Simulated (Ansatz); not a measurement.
Basis-set extrapolation for `CNC=O` (PBE0-D4/def2-TZVP geometry, frozen core, Ansatz 0.2.0). Multiplicity 1, RHF reference.

```json
{"": "HF", "def2-TZVPP": "-208.051033", "def2-QZVPP": "-208.060886"}
{"": "MP2 correlation", "def2-TZVPP": "-0.774028", "def2-QZVPP": "-0.829150"}
{"": "CCSD(T) correlation", "def2-TZVPP": "-0.828778", "def2-QZVPP": "not run"}
```

Energies in hartree. Use E(X) = E(∞) + A·exp(−7.88·√X) for Hartree–Fock and E(X) = E(∞) + B·X^(−2.97) for correlation, with X = 3 and 4, and add CCSD(T) minus MP2 of the smaller set to the MP2 limit.

Q: What is the CCSD(T) energy at the basis-set limit?

A: HF limit: -208.060886 + (-0.009853) × 0.13774 = -208.06224. MP2 limit: -0.829150 + (-0.055122) × 0.74074 = -0.86998. Higher-order term: -0.828778 − (-0.774028) = -0.05475. Total: -208.98697 hartree, 281.3 kJ/mol below CCSD(T)/def2-TZVPP.
